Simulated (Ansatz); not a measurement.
Relaxation of CH8BN (11 atoms, charge 0, multiplicity 1), to a largest force component of 0.03 eV/Å in at most 50 steps.

Theory: Ansatz 0.2.0, RKS BLYP/6-31G*.

```xyz
11
Properties=species:S:1:pos:R:3:forces:R:3
B 0.102 -0.576 -0.248 -0.39 -2.33 -0.14
C -0.151 0.074 2.480 -0.07 -0.03 0.37
H -0.818 0.123 3.355 -0.01 0.00 0.02
H 0.895 0.044 2.822 0.01 0.01 0.00
H -0.306 0.973 1.866 0.00 0.01 -0.01
H 1.235 -0.208 -0.111 0.00 0.00 -0.01
H -0.794 0.144 -0.589 -0.01 0.00 0.00
N -0.194 -2.007 -0.052 0.49 2.00 -0.66
H -1.120 -2.408 -0.187 0.00 0.00 0.00
H 0.516 -2.692 0.201 -0.01 0.00 0.00
H -0.369 -0.832 1.886 0.00 0.33 0.43
```

Problem. Where does it end, and by what steps?

Solution. The forces met the threshold. The force dipped under the threshold on the way, but the program's further checks kept it going. After 28 steps the energy has fallen by 0.388 eV; H6 moved furthest, 1.54 Å.

```json
{"step": "0", "energy less start (eV)": "0.0000", "largest force component (eV/Å)": "2.328", "accepted": "yes"}
{"step": "1", "energy less start (eV)": "-0.2396", "largest force component (eV/Å)": "0.942", "accepted": "yes"}
{"step": "2", "energy less start (eV)": "-0.3224", "largest force component (eV/Å)": "0.437", "accepted": "yes"}
{"step": "3", "energy less start (eV)": "-0.3540", "largest force component (eV/Å)": "0.199", "accepted": "yes"}
{"step": "4", "energy less start (eV)": "-0.3605", "largest force component (eV/Å)": "0.157", "accepted": "yes"}
{"step": "5", "energy less start (eV)": "-0.3643", "largest force component (eV/Å)": "0.096", "accepted": "yes"}
{"step": "6", "energy less start (eV)": "-0.3667", "largest force component (eV/Å)": "0.130", "accepted": "yes"}
{"step": "7", "energy less start (eV)": "-0.3684", "largest force component (eV/Å)": "0.150", "accepted": "yes"}
{"step": "8", "energy less start (eV)": "-0.3703", "largest force component (eV/Å)": "0.130", "accepted": "yes"}
{"step": "9", "energy less start (eV)": "-0.3723", "largest force component (eV/Å)": "0.114", "accepted": "yes"}
{"step": "10", "energy less start (eV)": "-0.3732", "largest force component (eV/Å)": "0.154", "accepted": "yes"}
{"step": "11", "energy less start (eV)": "-0.3715", "largest force component (eV/Å)": "0.265", "accepted": "no"}
{"step": "12", "energy less start (eV)": "-0.3773", "largest force component (eV/Å)": "0.034", "accepted": "yes"}
{"step": "13", "energy less start (eV)": "-0.3788", "largest force component (eV/Å)": "0.037", "accepted": "yes"}
{"step": "14", "energy less start (eV)": "-0.3791", "largest force component (eV/Å)": "0.208", "accepted": "yes"}
{"step": "15", "energy less start (eV)": "-0.3819", "largest force component (eV/Å)": "0.116", "accepted": "yes"}
{"step": "16", "energy less start (eV)": "-0.3834", "largest force component (eV/Å)": "0.058", "accepted": "yes"}
{"step": "17", "energy less start (eV)": "-0.3815", "largest force component (eV/Å)": "0.278", "accepted": "no"}
{"step": "18", "energy less start (eV)": "-0.3849", "largest force component (eV/Å)": "0.049", "accepted": "yes"}
{"step": "19", "energy less start (eV)": "-0.3850", "largest force component (eV/Å)": "0.138", "accepted": "yes"}
{"step": "20", "energy less start (eV)": "-0.3827", "largest force component (eV/Å)": "0.288", "accepted": "no"}
{"step": "21", "energy less start (eV)": "-0.3862", "largest force component (eV/Å)": "0.063", "accepted": "yes"}
{"step": "22", "energy less start (eV)": "-0.3868", "largest force component (eV/Å)": "0.002", "accepted": "yes"}
{"step": "23", "energy less start (eV)": "-0.3872", "largest force component (eV/Å)": "0.044", "accepted": "yes"}
{"step": "24", "energy less start (eV)": "-0.3875", "largest force component (eV/Å)": "0.055", "accepted": "yes"}
{"step": "25", "energy less start (eV)": "-0.3879", "largest force component (eV/Å)": "0.055", "accepted": "yes"}
{"step": "26", "energy less start (eV)": "-0.3880", "largest force component (eV/Å)": "0.087", "accepted": "yes"}
{"step": "27", "energy less start (eV)": "-0.3881", "largest force component (eV/Å)": "0.073", "accepted": "yes"}
{"step": "28", "energy less start (eV)": "-0.3883", "largest force component (eV/Å)": "0.002", "accepted": "yes"}
```

```xyz
11
Properties=species:S:1:pos:R:3
B 0.186 -0.997 -1.262
C -0.222 0.270 3.202
H -1.004 -0.223 3.799
H 0.749 0.161 3.710
H -0.461 1.339 3.099
H 1.348 -0.824 -1.520
H -0.695 -0.413 -1.836
N -0.154 -1.914 -0.258
H -1.115 -2.121 0.015
H 0.533 -2.452 0.270
H -0.169 -0.191 2.204
```

Whether the end is a true minimum wasn't checked by a vibrational analysis.

The run took 17 s on 1 thread of AMD EPYC 9R45 96-Core Processor (Zen 5) (shared host), peak memory 0.14 GiB.
